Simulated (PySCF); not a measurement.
**One molecule, a ladder of functionals, a line**

Molecule: `P`, H₃P.

Molfile (atoms numbered from 1):
```
H3P
     RDKit          3D

  4  3  0  0  0  0  0  0  0  0999 V2000
   -0.0015    0.0035    0.5704 P   0  0  0  0  0  0  0  0  0  0  0  0
   -0.5587    1.0086   -0.2056 H   0  0  0  0  0  0  0  0  0  0  0  0
    1.1583   -0.0163   -0.1896 H   0  0  0  0  0  0  0  0  0  0  0  0
   -0.5880   -0.9910   -0.1980 H   0  0  0  0  0  0  0  0  0  0  0  0
  1  2  1  0
  1  3  1  0
  1  4  1  0
M  END
```

GIAO shieldings (ppm, equivalent atoms averaged) in PySCF 2.14 on the GFN2-xTB geometry, basis 3-21G, gas phase, non-relativistic:

| functional | exact exchange (%) | σ(P1) |
| --- | --- | --- |
| BLYP | 0 | 645.6 |
| BP86 | 0 | 654.0 |
| OLYP | 0 | 650.8 |
| PBE | 0 | 655.4 |
| revPBE | 0 | 651.8 |
| X3LYP | 21.8 | 659.1 |
| mPW1PW91 | 25 | 666.3 |
| BHandHLYP | 50 | 673.3 |
| HF | 100 | 697.5 |

**Question.** Fit each shielding as a line in the percentage of exact exchange.

**Answer.** σ(P1) = 651.5 + 0.46 x (rms 2.9 ppm). The functionals also differ in their semilocal parts, which the line can't hold; Hartree–Fock has no correlation at all.

**Question.** What does the line predict for B3LYP (20 %), and what does the run give?

**Answer.** σ(P1): 660.7 predicted, 657.3 computed ppm.
